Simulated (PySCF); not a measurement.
Species: C2H2NO2 (charge -1).
Numbering: `[H]/[N:1]=[CH:2]/[C:3](=[O:4])[O-:5]` (hydrogens: H6 on N1; H7 on C2)

The geometry is computed with GFN2-xTB (gas phase).

Task: Give the optimised bond lengths and angles.

Result: 
```csv
bond,length (Å),order
N1=C2,1.257,double
C2–C3,1.563,single
C3=O4,1.233,double
C3–O5,1.244,single
N1–H6,1.028,single
C2–H7,1.108,single
```

Orders are formal, as drawn. A selection of angles:
```csv
angle,degrees
C2–N1–H6,115.1
N1–C2–C3,124.9
N1–C2–H7,123.6
C3–C2–H7,111.5
C2–C3–O4,118.1
C2–C3–O5,112.3
O4–C3–O5,129.6
```

Torsions: N1–C2–C3–O4 -1° (synperiplanar); H6–N1–C2–C3 180° (antiperiplanar).

C3 (carboxylate carbon) is planar (angles 129.6°, 118.1° and 112.3°, sum 360.0°, 0.00 Å off the plane of its three neighbours). C2 (imine carbon) is planar (angles 124.9°, 123.6° and 111.5°, sum 360.0°, 0.00 Å off the plane of its three neighbours). The 5 heavy atoms lie in one plane (0.003 Å rms).

Point group: Cs (tolerance 0.08 Å). Stationary, but not proved a minimum.
